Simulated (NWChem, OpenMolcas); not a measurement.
How basis sets differ on C2H6Si (SMILES CC[SiH])

C2H6Si: 9 atoms, total charge 0, spin state singlet. As SMILES, `CC[SiH]`. Geometry: relaxed at PBE0-D4/def2-TZVP. This is one conformer, not always the lowest.

Quantity: the HOMO–LUMO gap, in eV. The values are calculated.

| level | kind | program | value (eV) |
| --- | --- | --- | --- |
| HF/ANO-XS-MB (DKH2) | Hartree–Fock | OpenMolcas | 9.81 |
| HF/STO-3G | Hartree–Fock | NWChem | 12.26 |
| HF/3-21G | Hartree–Fock | OpenMolcas | 9.31 |
| HF/cc-pVDZ | Hartree–Fock | OpenMolcas | 9.45 |

The values span 9.31 to 12.26 eV. A Hartree–Fock LUMO above zero doesn't converge with the basis: it sinks as sets grow more diffuse. Orbital gaps aren't excitation energies.
